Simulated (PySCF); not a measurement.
C4H7FS.
Numbering: `[CH3:1][C@@H:2]1[S:3][C@@H:4]1[CH2:5][F:6]`

Definitions: NICS(0) = −σiso at the ring centroid; NICS(1) = −σiso and NICS(1)zz = −σzz at ±1 Å along the ring normal z. Level: GIAO PBE0/pcSseg-1 (PySCF, non-relativistic, gas phase) on the GFN2-xTB geometry, one conformer.

Ring bond lengths (Å), with Mayer bond orders in brackets: C2–S3 1.814 (0.94), S3–C4 1.803 (0.95), C4–C2 1.489 (0.94).

Q: What do the NICS probes read (ppm)?

A: 
```tsv
ring	type	NICS(0)	NICS(1), two faces	NICS(1)zz, two faces	rms pucker (Å)	centre to ring atoms, mean (Å)
C2–S3–C4	3-membered ring with S; formal bonds all single	-48.2	-8.7 / -8.8	-24.2 / -20.4	0.00	0.98
```

Q: What do they say, and how far can they be read as aromaticity?

A: 
- C2–S3–C4: mean NICS(1)zz -22.3 ppm, shielded. C2, C4 have four or more neighbours, so the value isn't read as a sign of a π ring current. A hydrogen on C2, outside the ring, lies only 1.45 Å from a NICS(1) probe, which then mostly feels that atom. The two faces differ by 3.8 ppm, so no symmetry operation interchanges them. NICS(0) lies 39 ppm below the mean NICS(1).

Q: What field does 9.4 T along the ring normal induce along that normal at the second NICS(1) probe listed for ring C2–S3–C4, 1 Å off the ring?

A: NICSzz × B0 = -20.4 ppm × 9.4 T = -192 μT, against the applied field.

Time: 16 s of wall time; peak memory 0.76 GiB. Hardware: Arm Neoverse V1, one thread, shared host with 64 logical CPUs at a one-minute load of 42. This is the whole shielding run at PBE0/pcSseg-1, SCF included.

Conformer computed: `[CH3:1][C@@H:2]1[S:3][C@@H:4]1[CH2:5][F:6]`: S3–C4–C5–F6 -158°.
